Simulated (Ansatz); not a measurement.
An input meant for Mg₂O (charge 0, singlet; with a point charge).

```yaml
crystal:
  periodic: [false, false, false]
  atoms:
    - {symbol: Mg, position_ang: [0.897717, 0.824543, 1.331659]}
    - {symbol: Mg, position_ang: [-0.897828, -0.824520, -1.331594]}
    - {symbol: O, position_ang: [0.000121, -0.000024, -0.000065]}
basis:
  gaussian: {orbitals: ANO-RCC-VTZP, point_charges: [{charge: 0.50, position_ang: [4.887, -0.150, -0.783]}]}
magnetization: {spin_polarized: true, initial_magnetization: 4}
hamiltonian: {xc: {name: SVWN5}}
scf: {omitted_lower_state_checks: [starts]}
output: {forces: true}
```

```sh
$ ansatz run in.yaml --threads 2 --pin off --events-out ev --progress --plain --max-ram 22528MiB --backend cpu
```

Shortened log:

```
Functional definition: SVWN5
928 factors; their error is unknown
mean field evaluation 1: about -12881.3872 eV, gradient 3.0e1 eV
mean field evaluation 2: about -12855.4975 eV, gradient 8.0e1 eV
mean field evaluation 4: about -12883.1293 eV, gradient 1.0e1 eV
mean field evaluation 8: about -12884.8183 eV, gradient 6.6e-1 eV
mean field evaluation 16: about -12884.7951 eV, gradient 3.0e-2 eV
mean field evaluation 32: about -12884.7951 eV, gradient 2.1e-5 eV
mean field -12884.79514710 eV, -473.5074880280 hartree, gradient 2.8e-7 eV, S^2 6.001627; 0 other end points of the search recorded, 0 dependent functions left out
reference -12884.79518488 eV, -473.5074894164 hartree; 18, 14 occupied and 80, 84 virtual orbitals, 928 factors
Total energy: -12884.79518488 eV, -473.5074894164 hartree
Relativity: scalar
Atom 0 at     0.897717     0.824543     1.331659 Å, force     1.324150     1.011878     1.610404 eV/Å
Atom 1 at    -0.897828    -0.824520    -1.331594 Å, force    -0.981740    -0.983960    -1.598679 eV/Å
Atom 2 at     0.000121    -0.000024    -0.000065 Å, force    -0.230191    -0.053767    -0.068500 eV/Å
Dipole moment:    -0.608769    -0.153550    -0.200705 e Å
Checks for a lower state left out: starts
```

In this input the spin is set far too high (4 unpaired electrons typed, 0 in the singlet as meant). The calculation finished and met its thresholds. The result belongs to that input, not to the species as meant.

DK, ANO-RCC and x2c sets are all-electron and run with scalar relativity unless a key says otherwise.
